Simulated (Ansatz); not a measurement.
## How well does each level of theory give the direct gap at Γ of rock-salt CdO?

Reference value: 2.28 eV (measured, 100 K, zero-point motion not removed; as tabulated in Menéndez-Proupin et al. (2004), arXiv:cond-mat/0405700).

| level (code) | value (eV) |
|---|---|
| B3LYP (VWN-RPA form) (Ansatz) | 2.65 |
| HSE06+SOC (Ansatz) | 2.28 |
| PBE0 (Ansatz) | 2.94 |
| Hartree–Fock (Ansatz) | ? |

Q: What belongs in the gaps?

A: 
- Hartree–Fock (Ansatz, a first-principles code), value (eV): 10.70

Differences against the reference: B3LYP (VWN-RPA form) +0.37 eV, HSE06+SOC 0.00 eV, PBE0 +0.66 eV, Hartree–Fock +8.42 eV.

Closest of the ranked levels: HSE06+SOC (0.00 eV). Among them Hartree–Fock (+8.42 eV) misses by most.

Computed values are for a static lattice; measured ones hold zero-point and thermal shifts unless a correction is named. Levels without +SOC have no spin–orbit coupling; where heavier elements are present it shifts gaps, mostly down, and can invert bands.  Values are at the measured cell. K meshes differ between the levels. Ansatz's density-functional and Hartree–Fock values are scalar-relativistic unless marked +SOC, with PAW data made under PBE.

Differences are worked out from the printed values.
